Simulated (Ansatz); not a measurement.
hcp Ti, treated with HSE06 in Ansatz (PAW).

Numerical settings: plane-wave cutoff 520 eV, 12×12×8 k mesh (along the axes of the cell as run), Fermi–Dirac smearing 0.083 eV (set by the program), no spin polarisation, scalar-relativistic PAW data made under PBE.

Computed at the level's own relaxed cell.

```xyz
2
Lattice="2.9252 0.0000 0.0000 -1.4626 2.5333 0.0000 0.0000 0.0000 4.6402" Properties=species:S:1:pos:R:3 pbc="T T T"
Ti     1.4626     0.8444     3.4802
Ti     0.0000     1.6889     1.1601
```

**Question.** Give the elastic tensor (Voigt notation, GPa, ions relaxed, in the Cartesian axes of the cell as printed).

**Answer.** 
```
  221.4    86.4    74.0     0.0     0.0     0.0
   86.4   221.4    74.0     0.0     0.0     0.0
   74.0    74.0   234.2     0.0     0.0     0.0
    0.0     0.0     0.0    68.5     0.0     0.0
    0.0     0.0     0.0     0.0    68.5     0.0
    0.0     0.0     0.0     0.0     0.0    67.5
```

Measured, for comparison: elastic constant C11 176 GPa, elastic constant C12 87 GPa, elastic constant C44 51 GPa, elastic constant C33 191 GPa, elastic constant C13 68 GPa (4 K, zero-point motion not removed; as tabulated in Ferrari et al. (2019), arXiv:1905.01197). Computed (rounded) less measured: elastic constant C11 +26 %, elastic constant C12 -0.7 %, elastic constant C44 +34 %, elastic constant C33 +23 %, elastic constant C13 +9 %.

Note: hybrids on metals are sensitive to the k mesh; the run warned that the count of filled bands differs between k points.

Ansatz is a first-principles code.
